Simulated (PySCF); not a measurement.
Predicted microwave data (CAM-B3LYP/def2-SVPD in PySCF (dipole) on a GFN2-xTB geometry, gas phase) for one isomer of C4H6O2:

* Rotational constants: A = 9480, B = 2250, C = 1839 MHz
* Dipole components: |μa| = 0.22 D, |μb| = 1.93 D, |μc| = 0.00 D
* Inertial defect: -3.12 u·Å²
* κ: -0.89

**Question.** Which structure is it? (One computed conformer of each.)
A. `[CH3:1][CH2:2][C:3](=[O:4])[CH:5]=[O:6]` with C1–C2–C3–O4 0°, C2–C3–C5–O6 0°
B. `[CH2:1]=[CH:2][CH2:3][C:4](=[O:5])[OH:6]` with C1–C2–C3–C4 -115°, C2–C3–C4–O5 -75°, C3–C4–O6–H -178° (3-butenoic acid)
C. `[O:1]=[C:2]([OH:3])[CH:4]1[CH2:5][CH2:6]1` with O1–C2–O3–H 0°, O1–C2–C4–C5 33° (cyclopropanecarboxylic acid)
D. `[CH2:1]=[CH:2][O:3][C:4]([CH3:5])=[O:6]` with C1–C2–O3–C4 180°, C2–O3–C4–C5 180°
E. `[CH2:1]=[CH:2][C:3](=[O:4])[O:5][CH3:6]` with C1–C2–C3–O4 0°, C2–C3–O5–C6 180°

**Answer.** D. It is C=COC(C)=O, an asymmetric top, point group Cs. The candidates at the same level (rigid rotor, commonest isotopes):

| SMILES | A (MHz) | B (MHz) | C (MHz) | μa (D) | μb (D) | μc (D) | Δ (u·Å²) | point group | rotor |
| --- | --- | --- | --- | --- | --- | --- | --- | --- | --- |
| CCC(=O)C=O | 6654 | 2541 | 1881 | 0.71 | 0.81 | 0.00 | -6.21 | Cs | asymmetric top |
| C=CCC(=O)O | 7252 | 2295 | 2010 | 0.82 | 1.49 | 0.45 | -38.53 | C1 | asymmetric top |
| C=CC(=O)OC | 10401 | 2338 | 1932 | 0.09 | 1.65 | 0.00 | -3.17 | Cs | near-prolate asymmetric top |
| C=COC(C)=O | 9480 | 2250 | 1839 | 0.22 | 1.93 | 0.00 | -3.12 | Cs | asymmetric top |
| O=C(O)C1CC1 | 7699 | 2722 | 2383 | 0.63 | 1.65 | 0.00 | -39.21 | Cs | asymmetric top |

`C=CCC(=O)O` has A 24 % too low; `C=CC(=O)OC` has A 10 % too high; `O=C(O)C1CC1` has C 30 % too high; `CCC(=O)C=O` has A 30 % too low. In the right answer the mirror of this Cs structure is the ab plane, so μc vanishes by symmetry. No structure here is proved a minimum.
